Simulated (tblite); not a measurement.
Compound: C4H7F2 (doublet state).
SMILES with atom numbers: `[CH2:1][CH2:2][C@H:3]([F:4])[CH2:5][F:6]` (hydrogens: H7, H8 on C1; H9, H10 on C2; H11 on C3; H12, H13 on C5)

Computed with GFN2-xTB (tblite), gas phase: L-BFGS steps from a force-field or distance-geometry start until the largest atomic force falls under 0.01 eV/Å.

Step 30: E = -585.2958 eV
```
atom  x, y, z in Å  |  force x, y, z in eV/Å
C1     -1.5593   -0.3521   -0.6797   -0.060  -0.011  -0.019
C2     -0.9278   -0.0248    0.6067   -0.024  -0.012  -0.018
C3      0.5936   -0.3126    0.5949    0.017  -0.020   0.013
F4      1.1060   -0.0081    1.8344    0.002   0.048   0.044
C5      1.2839    0.5248   -0.4729    0.022   0.029  -0.022
F6      2.5997    0.1727   -0.6173   -0.064  -0.029   0.001
H7     -1.7690    0.4141   -1.3999   -0.032  -0.019   0.019
H8     -1.7657   -1.3722   -0.9438    0.034   0.046   0.032
H9     -1.3496   -0.6287    1.4166    0.015  -0.019  -0.016
H10    -1.0615    1.0299    0.8594    0.017  -0.016  -0.039
H11     0.7970   -1.3770    0.4325    0.004  -0.032  -0.010
H12     0.7907    0.3474   -1.4349    0.032   0.026  -0.006
H13     1.2576    1.5873   -0.2138    0.037   0.008   0.021
```

Step 31: E = -585.2965 eV
```
atom  x, y, z in Å  |  force x, y, z in eV/Å
C1     -1.5583   -0.3544   -0.6806   -0.026   0.034   0.032
C2     -0.9274   -0.0230    0.6058   -0.045  -0.016  -0.009
C3      0.5935   -0.3111    0.5965   -0.003  -0.029   0.017
F4      1.1024   -0.0094    1.8381    0.014   0.056   0.034
C5      1.2828    0.5255   -0.4714    0.015   0.029  -0.015
F6      2.5937    0.1650   -0.6280   -0.015  -0.037   0.008
H7     -1.7689    0.4102   -1.4008   -0.044   0.006  -0.007
H8     -1.7547   -1.3746   -0.9455    0.021  -0.004   0.021
H9     -1.3496   -0.6262    1.4161    0.013  -0.017  -0.015
H10    -1.0607    1.0319    0.8589    0.008  -0.028  -0.055
H11     0.7954   -1.3749    0.4329    0.013  -0.051  -0.011
H12     0.7826    0.3551   -1.4300    0.010   0.020  -0.032
H13     1.2649    1.5866   -0.2095    0.040   0.037   0.033
```

Task: Estimate the geometry and energy of step 32. (The exact step hangs on the optimiser's Hessian estimate; all steps are aligned on step 31, rigid shifts and turns removed.)

Result: E = -585.2972 eV, largest force 0.075 eV/Å
```
atom  x, y, z in Å  |  force x, y, z in eV/Å
C1     -1.5587   -0.3558   -0.6798   -0.011   0.005   0.017
C2     -0.9281   -0.0206    0.6054   -0.032  -0.016   0.015
C3      0.5928   -0.3106    0.5990   -0.021  -0.022   0.012
F4      1.0993   -0.0098    1.8425    0.014   0.051   0.000
C5      1.2802    0.5265   -0.4698    0.012   0.019  -0.011
F6      2.5849    0.1541   -0.6441    0.009  -0.033   0.018
H7     -1.7659    0.4050   -1.4045   -0.054   0.017  -0.007
H8     -1.7366   -1.3791   -0.9494    0.018   0.020   0.035
H9     -1.3504   -0.6219    1.4170    0.004  -0.016  -0.010
H10    -1.0589    1.0352    0.8574   -0.005  -0.037  -0.065
H11     0.7933   -1.3744    0.4339    0.019  -0.051  -0.004
H12     0.7695    0.3663   -1.4245    0.000   0.024  -0.030
H13     1.2741    1.5858   -0.2006    0.047   0.039   0.031
```

The energy changes by -0.0007 eV. The first-order estimate −F·Δx gives -0.0010 eV and the mean of the old and new forces, exact on a quadratic surface, -0.0007 eV. The step makes an angle of 81° with the force vector and moves no atom by more than 0.021 Å.

What follows is the cost of the whole relaxation. Hardware: one thread, Arm Neoverse V2 (aarch64), on a shared host. Cost: 0.34 s of wall time.
